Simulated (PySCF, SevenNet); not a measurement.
# How well does each level of theory give the bulk modulus B0 of zinc-blende GaP?

Reference value: 89.6 GPa (measured, 0 K value with the zero-point phonon effect removed; as tabulated in Mejia-Rodriguez and Trickey (2018), arXiv:1807.09216).

**Question.** What do SevenNet-l3i5, PBE, Hartree–Fock, MP2 give, and how far is each from the reference?

**Answer.** 
| level (code) | value (GPa) | cell (Å³/atom) | error (%) |
|---|---|---|---|
| SevenNet-l3i5 | 72.5 | 20.86 | -19.1 |
| PBE (PySCF) | 76.7 ± 2 | 21.02 | -14.4 |
| Hartree–Fock (PySCF) | 94.0 ± 3 | 21.30 | +4.9 |
| MP2 (PySCF) | 90.4 ± 3 | 20.71 | +0.9 |

Once the reference is moved by up to 5.0 % (a margin picked here for doubts on the reference and the settings) and values within 1.7 % count as equal, the nearest can be MP2 (+0.9 %) or Hartree–Fock (+4.9 %). Among them SevenNet-l3i5 (-19.1 %) misses by most.

A ± on a computed value is a rough bar: the spread of its extrapolation, a floor set from checks against published values, or a statistical error. Each level is taken at its own relaxed cell.

Machine-learned potentials (SevenNet-l3i5) are trained on DFT data: a solid inside that data is no test of them.

Differences are worked out from the printed values.
